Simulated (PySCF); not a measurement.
**CO₂: calculation and literature**

Numbering as in the mapped SMILES `[O:1]=[C:2]=[O:3]`.

The experiment to reproduce: δ ¹³C C2 124.9 ppm (measured; solution, toluene-d8, 298 K; Fulmer et al., Organometallics 2010, 29, 2176).
δ ¹³C C2 126.9 ppm (measured; solution, TFE-d3, 298 K; Fulmer et al., Organometallics 2010, 29, 2176).

Non-relativistic, no solvent, rapidly exchanging positions averaged, one computed conformer. Geometry: GFN2-xTB; PBE0/pcSseg-1 with gauge-including orbitals; PySCF 2.14.

Question: Set the calculated values beside the experiment.

Answer: 
Reference values: measured (solution, toluene-d8, 298 K; Fulmer et al., Organometallics 2010, 29, 2176).
| atoms | quantity | reference | computed | computed, scaled |
| --- | --- | --- | --- | --- |
| C2 | δ ¹³C | 124.9 | 130.3 | 124.8 |

Reference values: measured (solution, TFE-d3, 298 K; Fulmer et al., Organometallics 2010, 29, 2176).
```json
{"atoms": "C2", "quantity": "δ ¹³C", "reference": "126.9", "computed": "130.3", "computed, scaled": "124.8"}
```

Computed shifts are σ(ref) − σ with the named reference compound (TMS for H and C) calculated as an isolated molecule at the same level. The measured values may be among those fitted. Shieldings were converted by linear fits to measured shifts (mostly CDCl3, TMS scale, for H and C): ¹³C: δ = 179.97 − 0.974σ (rms 2.1 ppm, 958 shifts, 2.3 ppm with the 13 outliers that the fit left out). A few per cent of atoms miss by over 2 rms, more outside the fitted compound classes.

Question: How far are the unscaled ¹³C shifts from the references?

Answer: Mean signed difference +4.40 ppm, mean absolute 4.40 ppm over 2 comparisons; the largest is +5.4 ppm at C2 (central carbon of a heterocumulene).

2 of the 18 published NMR values on file for this molecule are compared. The rest: values from further sources.
